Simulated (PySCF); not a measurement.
C2F3N: calculation against experiment

**Experimental background.**

NIST CCCBDB Release 22 (SRD 101), experimental dipoles lists, for the gas: dipole moment (dielectric constant and refractivity) 1.33 D.

The runs below try to reproduce these values; the comparison stands at the end.

C2F3N.
Atom-mapped SMILES: `[N:1]#[C:2][C:3]([F:4])([F:5])[F:6]`

Cartesian coordinates in Å at the GFN2-xTB level; atoms count from 1:
```xyz
6
C2F3N angstrom
N      2.174   -0.039   -0.043
C      1.036   -0.018   -0.022
C     -0.440    0.008    0.004
F     -0.914    1.093   -0.613
F     -0.900    0.022    1.258
F     -0.953   -1.064   -0.605
```

The PySCF runs (gas phase, on this GFN2-xTB geometry; no spin–orbit coupling):

| level | job | basis functions | wall time |
| --- | --- | --- | --- |
| B3LYP/def2-SVPD | 8 singlets by full TDDFT, 3 Tamm–Dancoff triplets, polarisability | 129 | 9.5 s |

Hardware: one thread of an Arm Neoverse V1, no GPU (shared host).

**Comparison with experiment**

**Dipole moment.** Measured: 1.33 D (NIST CCCBDB Release 22 (SRD 101), experimental dipoles).

```
          level  computed (D)  computed − measured (D)  % (from the printed values)
B3LYP/def2-SVPD          1.14                    -0.19                          -14
```

The computed dipoles belong to one fixed geometry; measured ones are averaged over vibrations unless marked μe. Magnitudes are compared, not signs.

The geometry is computed, not the measured one. Where a level misses, the cause wasn't examined.
